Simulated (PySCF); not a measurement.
Compound: C₄H₉Cl.
Atom-mapped SMILES: `[CH3:1][C:2]([CH3:3])([CH3:4])[Cl:5]` (hydrogens: H6, H7, H8 on C1; H9, H10, H11 on C3; H12, H13, H14 on C4)

The same species was optimised twice, with GFN2-xTB and with PBE0-D3(BJ)/def2-SVP (PySCF), and the same property calculations (PySCF, gas phase) were run on both structures.

```json
{"coordinate": "C2–Cl5 (Å)", "GFN2-xTB": "1.812", "PBE0-D3(BJ)/def2-SVP": "1.830", "change": "+0.018"}
{"coordinate": "C1–H6 (Å)", "GFN2-xTB": "1.088", "PBE0-D3(BJ)/def2-SVP": "1.102", "change": "+0.014"}
{"coordinate": "C4–H12 (Å)", "GFN2-xTB": "1.088", "PBE0-D3(BJ)/def2-SVP": "1.102", "change": "+0.014"}
{"coordinate": "C3–H11 (Å)", "GFN2-xTB": "1.088", "PBE0-D3(BJ)/def2-SVP": "1.102", "change": "+0.014"}
{"coordinate": "C1–H8 (Å)", "GFN2-xTB": "1.087", "PBE0-D3(BJ)/def2-SVP": "1.099", "change": "+0.012"}
{"coordinate": "C4–H14 (Å)", "GFN2-xTB": "1.087", "PBE0-D3(BJ)/def2-SVP": "1.099", "change": "+0.012"}
{"coordinate": "C4–H13 (Å)", "GFN2-xTB": "1.087", "PBE0-D3(BJ)/def2-SVP": "1.099", "change": "+0.012"}
{"coordinate": "C1–H7 (Å)", "GFN2-xTB": "1.087", "PBE0-D3(BJ)/def2-SVP": "1.099", "change": "+0.012"}
{"coordinate": "C3–H9 (Å)", "GFN2-xTB": "1.087", "PBE0-D3(BJ)/def2-SVP": "1.099", "change": "+0.012"}
{"coordinate": "C3–H10 (Å)", "GFN2-xTB": "1.087", "PBE0-D3(BJ)/def2-SVP": "1.099", "change": "+0.012"}
{"coordinate": "C2–C4 (Å)", "GFN2-xTB": "1.522", "PBE0-D3(BJ)/def2-SVP": "1.519", "change": "-0.003"}
{"coordinate": "C1–C2 (Å)", "GFN2-xTB": "1.522", "PBE0-D3(BJ)/def2-SVP": "1.519", "change": "-0.003"}
{"coordinate": "C2–C3 (Å)", "GFN2-xTB": "1.522", "PBE0-D3(BJ)/def2-SVP": "1.520", "change": "-0.002"}
{"coordinate": "C2–C1–H8 (°)", "GFN2-xTB": "110.6", "PBE0-D3(BJ)/def2-SVP": "110.9", "change": "+0.3"}
{"coordinate": "C2–C3–H9 (°)", "GFN2-xTB": "110.6", "PBE0-D3(BJ)/def2-SVP": "110.9", "change": "+0.3"}
{"coordinate": "C4–C2–Cl5 (°)", "GFN2-xTB": "107.4", "PBE0-D3(BJ)/def2-SVP": "107.1", "change": "-0.3"}
{"coordinate": "C2–C1–H7 (°)", "GFN2-xTB": "110.6", "PBE0-D3(BJ)/def2-SVP": "110.9", "change": "+0.3"}
{"coordinate": "H10–C3–H11 (°)", "GFN2-xTB": "108.7", "PBE0-D3(BJ)/def2-SVP": "108.4", "change": "-0.3"}
{"coordinate": "H6–C1–H7 (°)", "GFN2-xTB": "108.7", "PBE0-D3(BJ)/def2-SVP": "108.4", "change": "-0.3"}
{"coordinate": "C2–C3–H10 (°)", "GFN2-xTB": "110.6", "PBE0-D3(BJ)/def2-SVP": "110.9", "change": "+0.3"}
{"coordinate": "H6–C1–H8 (°)", "GFN2-xTB": "108.7", "PBE0-D3(BJ)/def2-SVP": "108.4", "change": "-0.3"}
```

Rotational constants: A = 4558, B = 3047, C = 3047 MHz (GFN2-xTB) against A = 4544, B = 3022, C = 3021 MHz (PBE0-D3(BJ)/def2-SVP). Point groups within 0.08 Å: C3v and C3v. Atoms that the bonding makes alike are paired by their places after alignment.

On the GFN2-xTB structure: HOMO (eV) -8.24 [PBE0/pcSseg-1]; LUMO (eV) 0.92 [PBE0/pcSseg-1]; dipole (D) 2.27 [PBE0/pcSseg-1]; GIAO shielding of C1/C3/C4 (mean) (ppm) 150.5 [PBE0/pcSseg-1]; GIAO shielding of C2 (ppm) 117.5 [PBE0/pcSseg-1]; GIAO shielding of Cl5 (ppm) 685.7 [PBE0/pcSseg-1].

Question: What do these properties become on the PBE0-D3(BJ)/def2-SVP structure?

Answer: 
| property | level | on GFN2-xTB | on PBE0-D3(BJ)/def2-SVP | change |
| --- | --- | --- | --- | --- |
| HOMO (eV) | PBE0/pcSseg-1 | -8.24 | -8.24 | 0.00 |
| LUMO (eV) | PBE0/pcSseg-1 | 0.92 | 0.76 | -0.16 |
| dipole (D) | PBE0/pcSseg-1 | 2.27 | 2.32 | +0.05 |
| energy, GFN2-xTB geometry as zero (kcal/mol) | PBE0/pcSseg-1 | 0.0 | -0.3 | -0.3 |
| GIAO shielding of C1/C3/C4 (mean) (ppm) | PBE0/pcSseg-1 | 150.5 | 148.5 | -2.0 |
| GIAO shielding of C2 (ppm) | PBE0/pcSseg-1 | 117.5 | 114.4 | -3.1 |
| GIAO shielding of Cl5 (ppm) | PBE0/pcSseg-1 | 685.7 | 668.5 | -17.2 |

The heavy atoms differ by 0.006 Å rms after alignment. Among all bonds C2–Cl5 changes most (+0.018 Å). Changes are differences of the printed values. Neither structure is proved a minimum here.
